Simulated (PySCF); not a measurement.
Gas-phase XPS of methylidenesilylene, computed

Compound: methylidenesilylene, CH₂Si (singlet state).
Bonds: C1–Si2 (double). Hydrogens: H3, H4 on C1.

Method: delta-SCF UKS SCAN, pcX-2 on the ionised atom, pcseg-1 elsewhere, spin-free X2C (PySCF 2.14.0). Binding energies are ΔSCF values: E(core-ionised, relaxed orbitals) − E(ground state) at a fixed geometry, referred to the vacuum level.

Question: List the computed XPS lines with their assignment.

Answer: 
```json
{"atom(s)": "C1", "environment": "carbon bonded to Si and 2 H", "level": "C 1s", "binding energy (eV)": "289.35", "count": "1"}
{"atom(s)": "Si2", "environment": "silicon bonded to C", "level": "Si 1s", "binding energy (eV)": "1847.47", "count": "1"}
```

Question: What is the longest wavelength that can ionise Si 1s of Si2 vertically?

Answer: λ = hc/E = 12398.42 eV Å / 1847.47 eV = 6.711 Å.

Question: Express the binding energy of Si 1s of Si2 in atomic units and per mole.

Answer: 1847.47 eV = 67.8933 Eh = 178254 kJ/mol.

Not every level is listed. Isolated species at its PBE0-D3(BJ)/def2-SVP geometry, gas phase.
